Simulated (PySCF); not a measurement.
Species: C3H8O2S.
SMILES: `CCS(C)(=O)=O`

Torsions of this conformer, `[CH3:1][CH2:2][S:3]([CH3:4])(=[O:5])=[O:6]`: C1–C2–S3–C4 -65°.

The closed-shell ground state was solved at several levels (PySCF, density fitting, gas phase, non-relativistic). The structure is a single PBE0-D3(BJ)/def2-TZVP conformer in the gas phase; no vibrational or solvent corrections.

```tsv
level	basis functions	HOMO (eV)	LUMO (eV)	gap (eV)	dipole (D)
wB97X-D/pcSseg-2	335	-10.24	1.88	12.12	4.84
PBE0/pcSseg-2	335	-8.36	0.19	8.55	4.76
B97-2/pcSseg-2	335	-8.09	0.23	8.32	4.73
```

Problem. Estimate the row for KT3/pcSseg-2, a basis of 335 functions; the other rows only guide the guess.

Solution. HOMO -7.03 eV, LUMO -0.68 eV, gap 6.35 eV, dipole 4.48 D.

Problem. Over all these levels, which gives the widest orbital gap and which the narrowest?

Solution. wB97X-D/pcSseg-2 (range-separated hybrid) has the widest, 12.12 eV, and KT3/pcSseg-2 (GGA) the narrowest, 6.35 eV. From the narrowest to the widest the HOMO moves by -3.21 eV and the LUMO by +2.56 eV.

Problem. In the pcSseg-2 basis, how does the gap go with the fixed share of exact exchange?

Solution. KT3 (0 %) 6.35 eV; B97-2 (21 %) 8.32 eV; PBE0 (25 %) 8.55 eV. Each rise in the share widens the gap here.

Problem. How far do the dipole and the HOMO energy spread over the levels?

Solution. The dipole runs from 4.48 to 4.84 D (mean 4.70 D) and the HOMO from -10.24 to -7.03 eV.
